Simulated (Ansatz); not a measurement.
A ladder of methods for S2 (sulfur dimer)

S2 has 2 atoms, charge 0, and is taken as a triplet. As SMILES, `S=S`. The bond length is the measured one. The run starts from this shape.

```xyz
2

S     0.0000    0.0000    0.0000
S     0.0000    0.0000    1.8892
```

Each level gives the adiabatic ionisation energy (to the doublet cation, no zero-point term) (eV). The values are calculated.

```tsv
level	kind	program	value (eV)	CPU time (all runs)
UHF/STO-3G	Hartree–Fock	Ansatz	5.61	0.97 s
UHF/3-21G	Hartree–Fock	Ansatz	8.87	2.5 s
UHF/6-31G* (Cartesian functions)	Hartree–Fock	Ansatz	9.19	3 s
UPBE/def2-SVP	GGA	Ansatz	9.49	6.1 s
UBLYP/cc-pVTZ	GGA	Ansatz	9.28	14 s
UB3LYP/6-31G* (Cartesian functions)	global hybrid	Ansatz	9.67	8.8 s
UMP2/6-31G* (Cartesian functions)	perturbation theory	Ansatz	9.71	4.8 s
UCCSD(T)/cc-pVDZ	coupled cluster or CI	Ansatz	9.06	25 s
UCCSD/cc-pVDZ	coupled cluster or CI	Ansatz	9.14	25 s
```

The values span 5.61 to 9.71 eV. Spin contamination of the reference (⟨S²⟩ at least 0.1 too high) touches UHF/STO-3G, UHF/3-21G, UHF/6-31G*, UMP2/6-31G*, UCCSD(T)/cc-pVDZ, UCCSD/cc-pVDZ. The coupled-cluster rows rest on a doubtful reference here (large T1 or Brueckner and Hartree–Fock orbitals at odds), and rows may lie in different states. Without the sets that lack polarisation functions the rows with a basis span only 9.06 to 9.71 eV. CPU times are rough (shared hosts, several kinds of processor): they show what a rung costs within a factor of a few.
